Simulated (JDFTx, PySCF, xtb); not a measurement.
System: formaldehyde, CH2O (SMILES C=O), charge 0, multiplicity 1; geometry: optimised with GFN2-xTB in vacuum (no frequencies checked; largest PBE force component 1.6 eV/Å). Coordinates in Å:
```xyz
4

C      0.297     0.000     0.000
O     -0.895     0.000     0.000
H      0.895    -0.927     0.000
H      0.895     0.927     0.000
```

Orbital energies (from the vacuum level) and dipole in vacuum at several levels; the plane-wave row is PBE, GBRV ultrasoft potentials, plane waves to 20/100 Ha in a modified build of JDFTx. Orbital energies of different methods aren't the same quantity, so their depths differ.

```json
[
 {"level": "PBE plane waves (JDFTx)", "HOMO (eV)": "-6.25", "dipole (D)": "2.16"},
 {"level": "GFN2-xTB (xtb)", "HOMO (eV)": "[?]", "dipole (D)": "2.33"},
 {"level": "B3LYP/6-31G* (PySCF)", "HOMO (eV)": "[?]", "dipole (D)": "2.13"},
 {"level": "PBE/def2-TZVP (PySCF)", "HOMO (eV)": "-6.18", "dipole (D)": "2.12"}
]
```

**Question.** What belongs in the gaps?

**Answer.** 
- GFN2-xTB (xtb), HOMO (eV): -11.53
- B3LYP/6-31G* (PySCF), HOMO (eV): -7.28

Occupied PBE levels (eV), vacuum: -26.88, -15.76, -12.22, -11.07, -10.23, -6.25. In CANDLE, water, 2 M NaF, from the bulk liquid: -26.83, -15.38, -11.93, -11.15, -10.15, -6.12.
